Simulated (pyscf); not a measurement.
Optimised with ωB97X-D3(BJ)/def2-SVP in PySCF.

Question: PBE/def2-TZVP puts the barrier of H₃C–Si(OH)(OH)–OH + H₃C–Si(OH)(OH)–OH → H₃C–Si(OH)(OH)–O–Si(CH₃)(OH)–OH + water (H₂O) (four-centre exchange; singlet surface; O–Si, H–O broken, O–Si, H–O formed) at 18.3 kcal/mol and the reaction energy at -3.4 kcal/mol, from the separated reactants. What do r²SCAN/def2-TZVP, PBE0-D3(BJ)/def2-TZVP, ωB97M-D3(BJ)/def2-TZVP give on the same structures?

Answer: r²SCAN: ΔE‡ = 17.5 kcal/mol, ΔE = -4.8 kcal/mol; PBE0-D3(BJ): ΔE‡ = 16.6 kcal/mol, ΔE = -5.9 kcal/mol; ωB97M-D3(BJ): ΔE‡ = 18.6 kcal/mol, ΔE = -5.6 kcal/mol. PBE's barrier lies among them. Its reaction energy lies over all of them, by 1.4 to 2.5 kcal/mol. On the reactant side the descent ends in a complex (not fully relaxed), 7.1 kcal/mol under the separated species and 24.7 kcal/mol under the saddle at ωB97X-D3(BJ)/def2-TZVP. On the product side the descent ends in a bound adduct (not fully relaxed), 9.5 kcal/mol under the separated species and 34.4 kcal/mol under the saddle at ωB97X-D3(BJ)/def2-TZVP. One saddle was located; it need not be the lowest between these sides.
